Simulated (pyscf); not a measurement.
Elementary routes open to H₃Si–I (SMILES [SiH3]I) + H₂O (SMILES O) in the gas phase (singlet surface):
A. HI (SMILES I) + HO–SiH₃ (SMILES O[SiH3]) (I–Si, H–O broken; H–I, O–Si formed)
B. HO–SiH₂–I (SMILES O[SiH2]I) + H₂ (SMILES [H][H]) (H–Si, H–O broken; O–Si, H–H formed)

Optimised with ωB97X-D3(BJ)/def2-SVP in PySCF.

Problem. Rank the routes by free-energy barrier at 900 K, lowest first, for ωB97M-D3(BJ)/def2-TZVP energies (ideal gas, 1 atm, RRHO with modes under 100 cm⁻¹ raised to 100, one conformer, R ln 2 for chiral ones without a mode under 150 cm⁻¹).

Solution. A (45.2 kcal/mol), B (58.9 kcal/mol)

Route A is the fastest of these, ahead of the next by 13.8 kcal/mol. The most stable products are those of B (ΔG = -19.7 kcal/mol), whose barrier is 13.8 kcal/mol higher: the kinetic and the thermodynamic product differ. At 298 K A is still the fastest. Only these routes are compared; each barrier is that of the saddle found, and lower ones may exist. Elements past Kr carry the def2 core potentials, without spin-orbit coupling.
